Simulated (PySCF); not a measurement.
Start geometry of `CC(C)(C)C[O-]` from GFN2-xTB (Å):
```
atom  x, y, z in Å
C1    -0.5821   -1.2964   -0.6376
C2    -0.0096   -0.0154   -0.0391
C3    -0.8852    1.1813   -0.3944
C4     1.4075    0.2281   -0.5467
C5     0.0659   -0.0880    1.5532
O6     0.5450    0.9727    2.1269
H7    -0.6301   -1.2364   -1.7291
H8     0.0371   -2.1520   -0.3671
H9    -1.5885   -1.4759   -0.2586
H10   -0.5491    2.0186    0.2149
H11   -0.8165    1.4446   -1.4542
H12   -1.9279    0.9770   -0.1513
H13    1.8328    1.0284    0.0567
H14    1.4259    0.5122   -1.6032
H15    2.0194   -0.6641   -0.4137
H16   -1.0081   -0.3653    1.8719
H17    0.6564   -1.0574    1.7615
```

Question: What comes out of this run: PBE0-D3(BJ)/def2-SVP geometry optimisation, gas phase in PySCF 2.14.0?

Answer: 
```
atom  x, y, z in Å
C1    -0.8679   -1.4703   -0.8311
C2    -0.2664   -0.1895   -0.2796
C3    -1.1417    1.0208   -0.5802
C4     1.1378    0.0507   -0.8200
C5    -0.1272   -0.2544    1.3038
O6     0.3848    0.8136    1.8444
H7    -0.9593   -1.4626   -1.9336
H8    -0.2454   -2.3394   -0.5508
H9    -1.8761   -1.6366   -0.4106
H10   -0.7671    1.8339    0.0656
H11   -1.1173    1.3276   -1.6430
H12   -2.1926    0.8211   -0.3037
H13    1.5740    0.8479   -0.1938
H14    1.1529    0.3419   -1.8873
H15    1.7611   -0.8536   -0.6996
H16   -1.1954   -0.5493    1.6393
H17    0.4460   -1.2473    1.4646
```

The energy falls by 1.2 kcal/mol over 4 energy and gradient evaluations, the largest force component goes from 0.0119 to 3.4e-04 Eh/bohr, and the atoms move by 0.037 Å rms after alignment. Among the bonds, C1–H8, C1–H9, C3–H10, C3–H12, C4–H13 and C4–H15 change most and about equally (+0.015 Å). Bonds longer at the end by more than 0.005 Å: 9 of 16; shorter: 1. Among the angles that change most is O6–C5–H16, from 114.7° to 116.8°. Rotational constants go from 4508, 2688, 2684 to 4493, 2714, 2711 MHz. The orientation of the end geometry is arbitrary; only internal coordinates are fixed.

The run used 139 basis functions and 30 SCF cycles in all.

Stationary, but not proved a minimum. The geometry's basis has no diffuse functions, a weakness for an anion.
